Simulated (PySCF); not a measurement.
Frontier levels across methods

Species: C2H2.
Atom-mapped SMILES: `[CH:1]#[CH:2]` (hydrogens: H3 on C1; H4 on C2)

Cartesian coordinates in Å at the PBE0-D3(BJ)/def2-SVP level; atoms count from 1:
```
atom  x, y, z in Å
C1    -0.5471    0.0113   -0.2113
C2     0.5890   -0.0552    0.1958
H3    -1.5585    0.0734   -0.5704
H4     1.5998   -0.1199    0.5555
```

Basis pcSseg-2 throughout (PySCF), one geometry. Isolated species at its PBE0-D3(BJ)/def2-SVP geometry, gas phase.

How do the orbital energies and the gap change with the method?

```tsv
method	kind	HOMO (eV)	LUMO (eV)	gap (eV)	SCF cycles
BLYP	GGA	-7.01	-0.26	6.74	10
B97-D	GGA	-7.10	-0.25	6.85	10
KT2	GGA	-7.12	-0.29	6.83	10
KT3	GGA	-7.14	-0.30	6.84	10
OPBE	GGA	-7.15	-0.23	6.92	10
PBE	GGA	-7.17	-0.35	6.81	10
BP86	GGA	-7.25	-0.42	6.83	10
LDA	LDA	-7.34	-0.56	6.78	10
B3LYP	global hybrid	-8.16	0.40	8.56	10
PBE0	global hybrid	-8.41	0.68	9.09	10
mPW1PW91	global hybrid	-8.42	0.68	9.10	10
HF	Hartree–Fock	-11.15	2.94	14.09	8
```

The HOMO spans 4.15 eV, from BLYP down to HF, and the gap runs from 6.74 eV (BLYP) to 14.09 eV (HF). Over the methods BLYP (0 %), B97-D (0 %), KT2 (0 %), KT3 (0 %), OPBE (0 %), PBE (0 %), BP86 (0 %), LDA (0 %), B3LYP (20 %), PBE0 (25 %), mPW1PW91 (25 %), HF (100 %), a straight line through the gap against the share of exact exchange rises by 0.74 eV for each 10 % (correlation coefficient 0.996). The dipole is below 0.03 D at every level.

The vertical ΔSCF ionisation energy at CAM-B3LYP/def2-SVPD is 11.35 eV; −ε(HOMO) comes closest to it with HF (11.15 eV).
